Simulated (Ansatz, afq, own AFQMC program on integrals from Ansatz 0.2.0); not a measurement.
Two steps: Ansatz 0.2.0 writes the Fock matrix and Cholesky factors of the valence space, and afq projects on them the lowest state that overlaps trial and start.

```yaml
crystal:
  periodic: [false, false, false]
  atoms:
    - {symbol: Ge, position_ang: [0.000000, 0.000000, 0.000000]}
basis:
  gaussian: {orbitals: aug-cc-pVTZ}
magnetization: {spin_polarized: true, initial_magnetization: 2}
correlation: {method: ccsd_t, electrons: outside_noble_gas, hamiltonian_folder: ham}
```

```sh
$ ansatz run in.yaml --threads 1 --pin off --events-out ev --progress --plain --max-ram 24576MiB --backend cuda --devices 0, --max-vram 18GiB
```

Options of the walk:

```
--method phaseless --trial cisd --walkers 4000 --populations 20 --least-time 60 --time-step 0.005 --steps-per-block 50 --equilibration-blocks 28 --max-blocks 4000 --target-error 7e-05 --factor-cut 1e-05 --start spin_pure --seed 5259 --release-times 0.24,0.5,1,1.5 --release-step 0.02 --release-every 3 --taylor-order 6
```

Times are imaginary, in 1/Eh. The walk had a cap of 135 s. With eight or more populations the least sampling time is a fifth of least-time, and the error comes from their spread. Filled inner d shells are frozen with the cores.

Log:

```
orbitals 45  electrons 3 1  factors 310 of 375
reference energy -2075.36117488 Eh
CCSD correlation -0.06550840 Eh in 9 cycles, weight of the determinant in the CISD state 0.9435
energy of the start -2075.426636 Eh
 block  time / (1/Eh)  mean weight  energy / Eh
     1     0.250  1.0000  -2075.426750
     2     0.500  0.9999  -2075.427063
     3     0.750  1.0000  -2075.427417
     4     1.000  1.0001  -2075.427717
     5     1.250  1.0000  -2075.427952
     8     2.000  1.0000  -2075.428620
    11     2.750  1.0000  -2075.428691
    14     3.500  1.0000  -2075.428977
    17     4.250  1.0001  -2075.429000
    20     5.000  1.0000  -2075.429028
    23     5.750  1.0000  -2075.429288
    26     6.500  0.9998  -2075.429082
    29     7.250  1.0000  -2075.429069
    32     8.000  1.0000  -2075.429060
    35     8.750  0.9999  -2075.428973
    38     9.500  1.0000  -2075.428953
    41    10.250  1.0000  -2075.429058
    44    11.000  0.9998  -2075.429106
    47    11.750  1.0000  -2075.429022
    50    12.500  0.9999  -2075.429075
    53    13.250  1.0001  -2075.429219
    56    14.000  0.9997  -2075.428656
    59    14.750  1.0002  -2075.429047
    62    15.500  1.0000  -2075.428957
    65    16.250  1.0000  -2075.428924
    68    17.000  1.0001  -2075.428919
    71    17.750  1.0000  -2075.428992
    74    18.500  1.0001  -2075.428945
    77    19.250  1.0000  -2075.429141
    78    19.500  1.0001  -2075.429123
error from the spread of 20 populations
released: time / (1/Eh)  energy / Eh  error  mean overlap
  0.24  -2075.429091  0.000028  0.9987
  0.50  -2075.429173  0.000070  1.0002
  1.00  -2075.429234  0.000074  0.9987
  1.50  -2075.429176  0.000022  0.9992
energy -2075.429023 +/- 0.000034 Eh
(rows thinned)
```

The run passed its tests (sampling time, drift between the halves within three errors, error under three times the target), which doesn't prove that it has relaxed.

Against this walk (error 0.9 meV) on the same determinant: CCSD(T) 10.7 meV higher, CCSDT(Q) 5.4 meV lower, full CI 5.7 meV lower. The error is statistical and leaves out the bias of the constraint. Released to 1.50 1/Eh the energy lies 4.2 ± 1.1 meV (both errors) below the phaseless value, which shows part or all of the bias of the constraint, and full CI lies 1.5 meV below the released value. Full CI is exact here, so the walk's 6 meV above it is the walk's own error: the bias of the constraint with this trial.

Cautions: constraint bias not in the error; no relativity below Rb; no spin-orbit coupling; inner d shell frozen.

The walk took 46 s on 1 × NVIDIA H100 80GB HBM3 with 2 threads of AMD EPYC 7R13 Processor (Zen 3) (shared host) (the card was shared). The log's last line is the phaseless energy.

CCSDT and higher add their correlation energy to the determinant of the CCSD(T) run, since their own runs factorise the integrals more tightly (a shift of under 2 meV). A walk keeps the symmetry of its determinant, which the program's search chose and which needn't be the lowest solution, so a lower state of the same spin and another symmetry isn't excluded.
